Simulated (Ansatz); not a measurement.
# How far each method lies from UCCSDT(Q) for BGeNH⁺, triplet

Geometry: that of the BGeNH, quartet, kept fixed.

```yaml
atoms:
  - { symbol: B, position_ang: [0.0000, 0.5354, 1.5745] }
  - { symbol: Ge, position_ang: [0.0000, 0.0493, -0.5080] }
  - { symbol: N, position_ang: [0.0000, -0.7705, 1.2486] }
  - { symbol: H, position_ang: [0.0000, 1.4080, 2.3708] }
```

Basis cc-pVDZ; Ansatz 0.2.0. Only valence electrons are correlated (noble-gas cores and the filled d shells of p-block atoms frozen), which leaves 12 electrons in 44 orbitals. Prefix R: restricted or restricted open-shell reference; prefix U: unrestricted. Active spaces: frontier = (10e, 10o) about the gap. No spin–orbit coupling is included, and no scalar relativity.

Full CI isn't at hand for all of this; UCCSDT(Q) serves as the reference, and is uncertain by the last step of the cluster series or more. The frozen core follows each run's orbitals, which can shift R against U totals by a few meV for light atoms and by up to 0.1 eV past Ca.

- UHF ⟨S²⟩: 2.042
- T1 diagnostic (RCCSD): 0.0457
- largest doubles amplitude (RCCSD): 0.063
- T1 diagnostic (UCCSD): 0.0404

| level | E − E(UCCSDT(Q)) (kcal/mol) | wall time |
| --- | --- | --- |
| UHF | 197.52 | – |
| UMP2 | 30.06 | – |
| UCCSD | 11.06 | – |
| UCCSD(T) | 1.97 | 46 s |
| UCCSDT | 1.03 | – |

Run but not shown, since their state, orbitals or frozen core can't be matched to the reference's or they repeat it: RHF, RMP2, RCCSD, RCCSD(T), BCCD(T), RCCSDT, RCCSDT(Q), CASSCF (frontier space), NEVPT2 (frontier space).

Times hold each run's SCF and search for its determinant on a shared host, so for small cases they say little of a method's own cost; they ran on 1 thread of Arm Neoverse N1.
